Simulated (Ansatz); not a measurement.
# PHS (singlet): from Hartree-Fock to the top rungs at a displaced geometry (v1), cc-pVDZ

An exercise on one series of results from a longer session: the logs are not shown, and one member is left open.

Program: Ansatz 0.2.0, Gaussian basis. Level of theory: cc-pVDZ, core rule «outside noble gas», up to 10 orbitals frozen. These are calculated values, not measurements.

To be run: UHF; CCSD(T) on RHF; CCSD(T) on UHF; BCCD(T) on RHF; CISD; CCSDT(Q) on RHF; CCSDT(Q) on UHF; CASSCF and MRCISD+Q, 12 electrons in 9 orbitals; CASSCF and NEVPT2, 12 electrons in 9 orbitals.

12 further runs of the same task are left out: 1 for a mislabelled method, 5 that didn't finish, 6 set aside as unsound or not needed.

**What is computed**

The geometry is a PBE0/def2-TZVP stationary point (not a proven minimum) with its atoms shifted at random (size 0.040 Å).

3 atoms, charge 0, spin multiplicity 1.

Atoms are counted from 1 here; the program's logs count them from 0.

Bond lengths: P1–S2 1.971 Å, S2–H3 1.444 Å. Angles: P1–S2–H3 107.2°.

The first run:

in.yaml reads:

```yaml
crystal:
  periodic: [false, false, false]
  atoms:
    - {symbol: P, position_ang: [-0.000325, 0.045021, 1.023554]}
    - {symbol: S, position_ang: [-0.001158, -0.083227, -0.942854]}
    - {symbol: H, position_ang: [0.046806, 1.264171, -1.459122]}
basis:
  gaussian: {orbitals: cc-pVDZ}
magnetization: {spin_polarized: true, initial_magnetization: 0}
hamiltonian: {xc: hf}
output: {orbitals: {seedname: orbitals}}
```

Launch:

```sh
> ansatz run in.yaml --threads 1 --pin off --events-out ev --progress --plain --max-ram 2393MiB
```

Among the steps run: UHF; CCSD(T) on RHF; CCSD(T) on UHF; BCCD(T) on RHF; CISD; CCSDT(Q) on RHF; CCSDT(Q) on UHF; CASSCF and MRCISD+Q, 12 electrons in 9 orbitals; CASSCF and NEVPT2, 12 electrons in 9 orbitals.

One of the session's tables, all rows but one given; the rest of the session is left out.

| method | from RCCSDT(Q) (kJ/mol) |
| --- | --- |
| RHF | +736.5 |
| UHF | +681.2 |
| RMP2 | +121.9 |
| UMP2 | +119.9 |
| CISD | +100.9 |
| RCCSD | +33.0 |
| UCCSD | ? |
| RCCSD(T) | +6.0 |
| UCCSD(T) | +1.3 |
| BCCD(T) | +5.8 |
| RCCSDT | +2.7 |
| UCCSDT | -6.4 |
| RCCSDT(Q) | 0 |
| UCCSDT(Q) | -10.5 |
| CASSCF valence | +560.7 |
| NEVPT2 valence | +125.1 |
| MRCISD valence | +52.7 |
| MRCISD+Q valence | +4.1 |

Estimate the missing values for UCCSD.

**Answer.** from RCCSDT(Q) (kJ/mol): +24.5. In the column «from RCCSDT(Q) (kJ/mol)» it lies between RCCSD(T) (+6.0) and RCCSD (+33.0).

The program flags UCCSDT(Q) as in doubt (see the logs), so those rows may rest on another solution; read them beside their warnings.

To keep in mind: The determinant is far from a pure spin state, so its energy mixes those of several spin states (harmless only where they are near-degenerate, as at dissociation). The program flags UCCSDT(Q) as in doubt, so those rows may rest on another solution; read them beside their warnings. Warnings: restricted reference is unstable; spin contamination; large T1 diagnostic. Restricted and unrestricted rows rest on different reference determinants; where their highest levels disagree by more than a few hundredths of an eV, they describe different states and don't form one ladder.
